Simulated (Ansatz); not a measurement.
## C4H6S, SMILES CCC=C=S: a rigid torsion scan

Program: the Python package of Ansatz (0.2.0).

Script `c4h6s.py`:
```python
'''Energy of C4H6S as one group turns about a bond.'''

import ansatz as az
from ase import Atoms

atoms = Atoms(['C', 'C', 'C', 'C', 'S', 'H', 'H', 'H', 'H', 'H', 'H'], positions=[
    (-1.4332, 0.0657, -0.3136),
    (-0.2542, 0.089, 0.6463),
    (0.964, -0.5318, 0.0343),
    (2.0405, 0.1183, -0.2968),
    (3.527, 1.016, -0.7562),
    (-1.2139, 0.6341, -1.2239),
    (-1.6879, -0.9591, -0.6046),
    (-2.3143, 0.5112, 0.1592),
    (-0.5141, -0.4652, 1.5554),
    (-0.0519, 1.1233, 0.9491),
    (0.938, -1.6016, -0.1492),
])

# relax first, so that the scan starts from a minimum
first = (
    az.Crystal.molecule_from_ase(atoms).calculation()
    .basis(gaussian='def2-SVP')
    .scf(lower_state_search='off')
    .functional('pbe0')
    .relax(force_tolerance=0.02, max_steps=80)
)
atoms.positions = first.run(threads=1).report['positions_ang']

start = atoms.get_dihedral(0, 1, 2, 3)
energies = {}
for turn in range(0, 360, 30):
    turned = atoms.copy()
    turned.set_dihedral(0, 1, 2, 3, start + turn, indices=[2, 3, 4, 10])
    model = az.Crystal.molecule_from_ase(turned).calculation()
    model = model.basis(gaussian='def2-SVP')
    model = model.correlation('mp2').scf(lower_state_search='off')
    energies[round((start + turn) % 360)] = model.run(threads=1).report['free_energy_ev']
floor = min(energies.values())
print('dihedral C0-C1-C2-C3 (deg)   E - E(min) (eV)')
for angle, e in sorted(energies.items()):
    print(f'{angle:8d} {(e - floor):14.3f}  ' + '#' * int(30 * (e - floor) / max(max(energies.values()) - floor, 1e-9)))
```

```console
$ python c4h6s.py
dihedral C0-C1-C2-C3 (deg)   E - E(min) (eV)
      28          0.030  ###########
      58          0.051  ###################
      88          0.028  ##########
     118          0.000
     148          0.036  #############
     178          0.079  ##############################
     208          0.042  ################
     238          0.002
     268          0.028  ##########
     298          0.054  ####################
     328          0.033  ############
     358          0.013  ####
```

The settings weren't tested for convergence. The scan is rigid and the energies are electronic, in a modest basis. With rigid groups the curve can differ much from the relaxed path, the start wasn't checked as a minimum of this torsion, and equivalent turns needn't return to the same energy. The start is relaxed with a density functional and scanned with the wavefunction method, so it isn't exactly that method's minimum. The whole script took 42 s on 1 thread of Arm Neoverse V1, with other jobs on the host, peak memory 0.27 GiB.
